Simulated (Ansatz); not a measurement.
## Scan of [OH···H···GeH$_{3}$], doublet

Starting geometry:

```xyz
7

O    -2.2762   -0.0100    0.0000
H    -2.5255    0.9166    0.0000
H    -1.3167   -0.0100    0.0000
Ge    0.5138   -0.0100    0.0000
H     0.9824   -1.4759    0.0000
H     0.9824    0.7230   -1.2695
H     0.9824    0.7230    1.2695
```

From there H3 is moved from one fragment to the other while all else, the fragments' distance too, stays fixed; atoms are numbered as listed. Energies are in eV, counted from the starting geometry at the same level. Kohn–Sham curves are unrestricted where that lies lower.

Basis cc-pVDZ; Ansatz 0.2.0. Only valence electrons are correlated (noble-gas cores and the filled d shells of p-block atoms frozen). Prefix R: restricted or restricted open-shell reference; prefix U: unrestricted. No spin–orbit coupling is included, and no scalar relativity.

In so small a basis the reference is far from its limit while semilocal and hybrid functionals are nearer theirs (RPA and double hybrids share much of the reference's basis error), so the functionals' errors here hold much of the reference's basis and frozen-core error, which can add to them or hide them.

Full CI isn't at hand for all of this; UCCSDT(Q) serves as the reference, and is uncertain by about the last step of the cluster series.

```csv
distance O1-H3 (Å),UCCSDT(Q),PBE,r2SCAN,PBE0,B3LYP,BHLYP,wB97M-V,B2PLYP,RPA-PBE
0.960,0.000,0.000,0.000,0.000,0.000,0.000,0.000,0.000,0.000
1.002,0.033,-0.018,0.000,0.011,0.005,0.037,0.024,0.020,0.014
1.088,0.251,0.103,0.150,0.182,0.162,0.247,0.227,0.210,0.190
1.174,0.542,0.330,0.390,0.436,0.400,0.506,0.510,0.481,0.442
1.260,0.827,0.606,0.656,0.707,0.658,0.740,0.796,0.760,0.705
```

Q: Judged by the spread of the error over the points with a reference (largest less smallest), which of these follows UCCSDT(Q) best and which worst?

A: Subtracting the UCCSDT(Q) column from each: best wB97M-V (errors from -0.032 to 0.000, spread 0.032 eV), worst PBE (from -0.220 to 0.000, spread 0.220 eV). Functionals and wave-function methods converge differently with the basis, so part of this is basis effect.
